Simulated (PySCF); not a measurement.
**BH3S (SMILES BS): B2PLYP/STO-6G**

What is the vertical singlet–triplet gap of BH3S at B2PLYP/STO-6G? 

Program for the calculation: PySCF 2.14.0.

11 further runs of the same task are left out: 11 set aside as unsound or not needed.

## (1) The system as given

BH3S has 5 atoms, charge 0, and is taken as a singlet. SMILES: `BS`. Geometry: relaxed at PBE0-D4/def2-TZVP.

Bond lengths: B1–S2 1.765 Å, B1–H3 1.192 Å, B1–H4 1.190 Å, S2–H5 1.344 Å. Angles: B1–S2–H5 99.2°, S2–B1–H3 115.8°, S2–B1–H4 121.4°, H3–B1–H4 122.7°.

## (2) A single-point energy at B2PLYP/STO-6G

input.py

```python
from pyscf import gto, dft, mp

mol = gto.M(
    atom='''
B     -0.392100    -0.421000     0.088100
S      0.161700     1.236900    -0.154300
H     -1.562900    -0.556400     0.264200
H      0.367100    -1.337600     0.074200
H      1.476100     1.004400    -0.313600
''',
    charge=0,
    verbose=3,
    basis='sto-6g',
    max_memory=1860,
)

calc0 = dft.RKS(mol, xc='0.53*HF + 0.47*B88, 0.73*LYP')
calc0.conv_tol = 1e-10
calc0.grids.level = 5
calc0.kernel()
if not calc0.converged:
    calc0 = calc0.newton().run(calc0.mo_coeff, calc0.mo_occ)

pt = mp.MP2(calc0, frozen=6).run()
energy = calc0.e_tot + 0.27 * pt.e_corr
print('PT2 part  %.8f' % (0.27 * pt.e_corr))
print('E = %.10f Eh' % energy)
```

Launch:

```sh
$ OMP_NUM_THREADS=1 python input.py
```

Standard output:

```text
converged SCF energy = -423.154694300394
E(RMP2) = -423.248783609234  E_corr = -0.0940893088395499
E(SCS-RMP2) = -423.257893361955  E_corr = -0.103199061560214
PT2 part  -0.02540411
E = -423.1800984138 Eh
```

Run time: 2.2 s. Hardware: 1 thread of Arm Neoverse V2, shared host; peak memory 0.19 GiB.

## (3) The triplet, same level

calc.py

```python
from pyscf import gto, dft, mp

system = gto.M(
    atom='''
B     -0.740962    -0.795575     0.166485
S      0.305569     2.337402    -0.291585
H     -2.953453    -1.051444     0.499266
H      0.693718    -2.527698     0.140218
H      2.789425     1.898041    -0.592618
''',
    unit='bohr',
    basis='sto-6g',
    spin=2,
    verbose=3,
    max_memory=1860,
    charge=0,
)

mf = dft.UKS(system, xc='0.53*HF + 0.47*B88, 0.73*LYP')
mf.conv_tol = 1e-10
mf.grids.level = 5
mf.kernel()
if not mf.converged:
    mf = mf.newton().run(mf.mo_coeff, mf.mo_occ)

pt = mp.MP2(mf, frozen=6).run()
e_final = mf.e_tot + 0.27 * pt.e_corr
print('PT2 part  %.8f' % (0.27 * pt.e_corr))
print(f'total energy: {e_final:.8f} hartree')
```

Launch:

```sh
$ OMP_NUM_THREADS=1 python calc.py
```

Standard output:

```text
WARN: HOMO 0.0483075695285804 >= LUMO -0.279175509703598

WARN: HOMO 0.00766343882722331 >= LUMO -0.0969493336510647

WARN: HOMO -0.0444337919361795 >= LUMO -0.0788212137732098

WARN: HOMO -0.0405029248858499 >= LUMO -0.0753399775924062

WARN: HOMO -0.0411403530759877 >= LUMO -0.0758171793769338

WARN: HOMO -0.0412105599130133 >= LUMO -0.0757489038511014

WARN: HOMO -0.041208178545507 >= LUMO -0.0756958380712663

WARN: HOMO -0.041211399643476 >= LUMO -0.0757096977807151

WARN: HOMO -0.0412081657481584 >= LUMO -0.0757051261197029

WARN: HOMO -0.041208283409256 >= LUMO -0.0757052138969622

WARN: HOMO -0.0412083044819025 >= LUMO -0.0757051354871808

converged SCF energy = -422.951366412577  <S^2> = 2.0080359  2S+1 = 3.0053525
E(UMP2) = -423.011705373562  E_corr = -0.0603389609856116
E(SCS-UMP2) = -423.021612601403  E_corr = -0.0702461888261273
PT2 part  -0.01629152
total energy: -422.96765793 hartree
```

Wall time 3.6 s (1 thread of Arm Neoverse V2, shared host); peak memory 0.2 GiB.

## (4) Outcome

Level: B2PLYP/STO-6G, 6 core orbitals frozen.

```
                                                         quantity          value
                                            singlet: total energy  -423.18010 Eh
                                singlet: dipole moment (SCF part)         1.09 D
                       singlet: HOMO energy (SCF part's orbitals)       -6.70 eV
                       singlet: LUMO energy (SCF part's orbitals)        4.02 eV
                     singlet: HOMO–LUMO gap (SCF part's orbitals)       10.72 eV
                                            triplet: total energy  -422.96766 Eh
                                triplet: dipole moment (SCF part)         5.19 D
triplet: HOMO energy (SCF part's orbitals) (highest over α and β)       -1.12 eV
                                                    triplet: ⟨S²⟩          2.008
                 vertical energy of the triplet above the singlet       5.781 eV
```

In words: At this shape the triplet lies 5.78 eV (133 kcal/mol) above the singlet. In a minimal basis such a difference can be off by several eV, whatever the method. Mulliken charges (triplet) run from -0.26 on B1 to +0.44 on S2; they depend strongly on the basis.
